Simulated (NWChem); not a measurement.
# SiH3Cl (SMILES [H][Si]([H])([H])Cl) at 4 levels

Aim: a comparison of 4 runs (HF/def2-SVP, B3LYP/6-31G*, MP2/6-311G**, CCSD/def2-SVP) of SiH3Cl. 

The results are computed with NWChem 7.3.0.

1 further run of the same task is left out (set aside as unsound or not needed).

## (1) The system as given

SiH3Cl has 5 atoms, charge 0, and is taken as a singlet. SMILES: `[H][Si]([H])([H])Cl`. The shape is that of a GFN2-xTB optimisation.

Bond lengths: Si1–Cl2 2.010 Å, Si1–H3 1.458 Å, Si1–H4 1.458 Å, Si1–H5 1.458 Å. Angles: Cl2–Si1–H3 108.3°, Cl2–Si1–H4 108.2°, Cl2–Si1–H5 108.0°, H3–Si1–H4 110.8°, H3–Si1–H5 110.8°, H4–Si1–H5 110.7°.

## (2) Energy and gradient at HF/def2-SVP (run 1)

Input file run.py:

```python
from ase import Atoms
from ase.calculators.nwchem import NWChem

mol = Atoms('SiClHHH', positions=[
    [0.000290, 0.001940, -0.129410],
    [0.010690, -0.020840, 1.880630],
    [1.382330, 0.011210, -0.594910],
    [-0.700750, 1.203700, -0.566480],
    [-0.692550, -1.196020, -0.589840],
])

calc = NWChem(
    label='sp',
    theory='scf',
    memory='2200 mb',
    basis='def2-SVP',
    basispar='spherical bse',
    scf={'nopen': '0', 'rhf': None, 'thresh': '1e-08', 'maxiter': '80'},
)
mol.calc = calc

forces = mol.get_forces()
print(f"energy = {mol.get_potential_energy():.6f} eV")
print("forces (eV/A):")
for s, f in zip(mol.symbols, forces):
    print(f"{s:2s} {f[0]:10.5f} {f[1]:10.5f} {f[2]:10.5f}")
print("dipole (e A):", mol.get_dipole_moment().round(4))
```

Command:

```sh
$ export ASE_NWCHEM_COMMAND="nwchem PREFIX.nwi > PREFIX.nwo"
$ python run.py
```

Output:

```text
energy = -20408.026856 eV
forces (eV/A):
Si   -0.02124   -0.00041   -0.86199
Cl    0.01764   -0.01162    1.50158
H     0.30514    0.00432   -0.20805
H    -0.15226    0.26894   -0.20975
H    -0.14933   -0.26122   -0.22168
dipole (e A): [-0.0003  0.004  -0.2985]
```

The calculator wrote sp.nwi:

```
title "sp"

permanent_dir sp

scratch_dir sp

start sp

geometry units angstrom nocenter noautosym noautoz
  Si 2.9000000000000000e-04 1.9400000000000001e-03 -1.2941000000000000e-01
  Cl 1.0690000000000000e-02 -2.0840000000000001e-02 1.8806300000000000e+00
  H  1.3823300000000001e+00 1.1209999999999999e-02 -5.9491000000000005e-01
  H  -7.0074999999999998e-01 1.2037000000000000e+00 -5.6647999999999998e-01
  H  -6.9255000000000000e-01 -1.1960200000000001e+00 -5.8984000000000003e-01
end

memory 2200 mb

basis spherical bse noprint
   * library def2-SVP
end

scf
  nopen 0
  rhf
  thresh 1e-08
  maxiter 80
end

task scf gradient
```

sp.nwo:

```text
Northwest Computational Chemistry Package (NWChem) 7.3.0
             --------------------------------------------------------

           Job information
           ---------------

    nwchem branch   = 7.3.0
    use scalapack   = T
    input           = sp.nwi
    prefix          = sp.
    data base       = sp/sp.db
    status          = startup
    nproc           =        1

           Memory information
           ------------------

[... 5 lines left out ...]
    hardfail = no
[... 126 lines left out ...]
         Quadratically convergent ROHF
[... 14 lines left out ...]
       Final RHF  results
[... 4 lines left out ...]
      Two-electron energy =    375.037695342327
[... 36 lines left out ...]
                       ROHF Final Molecular Orbital Analysis
[... 209 lines left out ...]
                 ----------------------------------------
                 |  Time  |  1-e(secs)   |  2-e(secs)   |
                 ----------------------------------------
                 |  CPU   |       0.00   |       0.65   |
                 ----------------------------------------
                 |  WALL  |       0.00   |       0.65   |
                 ----------------------------------------

 Task  times  cpu:        2.2s     wall:        2.2s
 Total times  cpu:        2.2s     wall:        2.2s
```

Wall time 3.3 s (1 thread of Intel Xeon Platinum 8559C (Emerald Rapids), shared host); peak memory 0.1 GiB.

## (3) Energy and gradient at B3LYP/6-31G(d) (spherical functions) (run 2)

Input file clh3si.nw:

```
start clh3si
title "ClH3Si gradient"
memory total 2200 mb

geometry noautosym nocenter noautoz
Si    0.000290    0.001940   -0.129410
Cl    0.010690   -0.020840    1.880630
H     1.382330    0.011210   -0.594910
H    -0.700750    1.203700   -0.566480
H    -0.692550   -1.196020   -0.589840
end

basis spherical bse
* library 6-31G*
end

dft
xc b3lyp
mult 1
grid xfine
convergence energy 1e-08
iterations 100
mulliken
end

task dft gradient
```

Command:

```sh
$ nwchem clh3si.nw > clh3si.out
```

Output:

```text
[...]
          Wavefunction type:  closed shell.
          No. of atoms     :     5
          No. of electrons :    34
[...]
          Charge           :     0
          Spin multiplicity:     1
[...]
          AO basis - number of functions:    42
[...]
              XC Information
              --------------
                         B3LYP Method XC Potential
                     Hartree-Fock (Exact) Exchange  0.200
                        Slater Exchange Functional  0.800 local
                    Becke 1988 Exchange Functional  0.720 non-local
              Lee-Yang-Parr Correlation Functional  0.810
                  VWN I RPA Correlation Functional  0.190 local
[...]
 d= 0,ls=0.0,diis     1   -751.4978634776 -8.40D+02  1.59D-02  1.96D-01     1.5
[...]
 d= 0,ls=0.0,diis     8   -751.5236625485 -2.55D-10  1.02D-07  1.34D-11     9.2
         Total DFT energy =     -751.523662548526
      One electron energy =    -1213.772147766205
           Coulomb energy =      424.538924050847
    Exchange-Corr. energy =      -50.389293511895
 Nuclear repulsion energy =       88.098854678728
[...]
  wavefunction    = closed shell
                         DFT ENERGY GRADIENTS
    atom               coordinates                        gradient
                 x          y          z           x          y          z
   1 Si      0.000548   0.003666  -0.244549    0.000357   0.000013   0.014370
   2 Cl      0.020201  -0.039382   3.553875   -0.000313   0.000230  -0.028306
   3 H       2.612225   0.021184  -1.124217   -0.008397  -0.000093   0.004588
   4 H      -1.324225   2.274663  -1.070492    0.004215  -0.007353   0.004548
   5 H      -1.308730  -2.260150  -1.114636    0.004138   0.007204   0.004800
[...]
```

It took 14 s on 1 thread of Intel Xeon Platinum 8559C (Emerald Rapids), shared host; peak memory 0.13 GiB.

Run 3 isn't shown in full; the table further down has it.

## (4) A single-point energy at CCSD/def2-SVP (run 4)

Input file run.py:

```python
from ase import Atoms
from ase.calculators.nwchem import NWChem

atoms = Atoms(['Si', 'Cl', 'H', 'H', 'H'], positions=[
    [0.000290, 0.001940, -0.129410],
    [0.010690, -0.020840, 1.880630],
    [1.382330, 0.011210, -0.594910],
    [-0.700750, 1.203700, -0.566480],
    [-0.692550, -1.196020, -0.589840],
])

calc = NWChem(
    label='job',
    theory='ccsd',
    memory='2200 mb',
    basis='def2-SVP',
    basispar='spherical bse',
    scf={'nopen': '0', 'rhf': None, 'thresh': '1e-08', 'maxiter': '80'},
    ccsd={'freeze': 'core 10', 'maxiter': '60'},
    task='energy',
)
atoms.calc = calc

print(f"energy = {atoms.get_potential_energy():.6f} eV")
```

Command:

```sh
$ export ASE_NWCHEM_COMMAND="nwchem PREFIX.nwi > PREFIX.nwo"
$ python run.py
```

Output:

```text
energy = -20415.429789 eV
```

The calculator wrote job.nwi:

```
title "job"

permanent_dir job

scratch_dir job

start job

geometry units angstrom nocenter noautosym noautoz
  Si 2.9000000000000000e-04 1.9400000000000001e-03 -1.2941000000000000e-01
  Cl 1.0690000000000000e-02 -2.0840000000000001e-02 1.8806300000000000e+00
  H  1.3823300000000001e+00 1.1209999999999999e-02 -5.9491000000000005e-01
  H  -7.0074999999999998e-01 1.2037000000000000e+00 -5.6647999999999998e-01
  H  -6.9255000000000000e-01 -1.1960200000000001e+00 -5.8984000000000003e-01
end

memory 2200 mb

basis spherical bse noprint
   * library def2-SVP
end

scf
  nopen 0
  rhf
  thresh 1e-08
  maxiter 80
end
ccsd
  freeze core 10
  maxiter 60
end

task ccsd energy
```

job.nwo:

```text
Northwest Computational Chemistry Package (NWChem) 7.3.0
             --------------------------------------------------------

           Job information
           ---------------

    nwchem branch   = 7.3.0
    use scalapack   = T
    input           = job.nwi
    prefix          = job.
    data base       = job/job.db
    status          = startup
    nproc           =        1

           Memory information
           ------------------

[... 5 lines left out ...]
    hardfail = no
[... 126 lines left out ...]
         Quadratically convergent ROHF
[... 18 lines left out ...]
      One-electron energy =  -1213.117710027697
[... 247 lines left out ...]
 Reference energy:           -749.981160006641744
[... 23 lines left out ...]
  Failed reading restart vector from job/job.t2
[... 3 lines left out ...]
             energy      energy      error      ampl     ampl      Block
[... 6 lines left out ...]
                  *************converged*************
[... 16 lines left out ...]
 Total SCS-CCSD energy:                -750.319775137116153
[... 1 line left out ...]
 routine      calls  cpu(0)   cpu-min  cpu-ave  cpu-max   i/o
 aoccsd          1     0.00     0.00     0.00     0.00    0.00
 iterdrv         1     0.00     0.00     0.00     0.00    0.00
 pampt          10     0.02     0.02     0.02     0.02    0.00
[... 9 lines of this table left out ...]
 Total                 6.82     6.82     6.82     6.82    0.00

 Task  times  cpu:        9.1s     wall:        9.1s
 Total times  cpu:        9.2s     wall:        9.2s
```

It took 10 s on 1 thread of Intel Xeon Platinum 8559C (Emerald Rapids), shared host; peak memory 0.11 GiB.

## (5) All runs side by side

```csv
run,level,iteration cap,module,energy (Eh),dipole moment (D),HOMO energy (eV),LUMO energy (eV),wall time
1,HF/def2-SVP,80,scf,-749.981160,1.43,-12.23,4.00,3.3 s
2,B3LYP/6-31G* (spherical functions),100,dft,-751.523663,1.56,-8.68,-0.07,14 s
3,MP2/6-311G**,80,mp2,-750.475014,1.61,-12.35,2.91,13 s
4,CCSD/def2-SVP,80,ccsd,-750.253213,–,-12.23,4.00,10 s
```

## (6) Results

| quantity | value |
| --- | --- |
| run 4: total energy | -750.25321 Eh |
| run 4: HOMO energy (Hartree–Fock orbitals) | -12.23 eV |
| run 4: LUMO energy (Hartree–Fock orbitals) | 4.00 eV |
| run 4: HOMO–LUMO gap (Hartree–Fock orbitals) | 16.23 eV |
| run 4: correlation energy (10 core orbitals frozen) | -272.1 mEh |

**Reading.** Over runs 1, 2, 3 the dipole moment (its size) runs from 1.43 D (HF/def2-SVP) to 1.61 D (MP2/6-311G**). The two ends differ in method and basis. All runs together took 40 s, the longest 14 s.
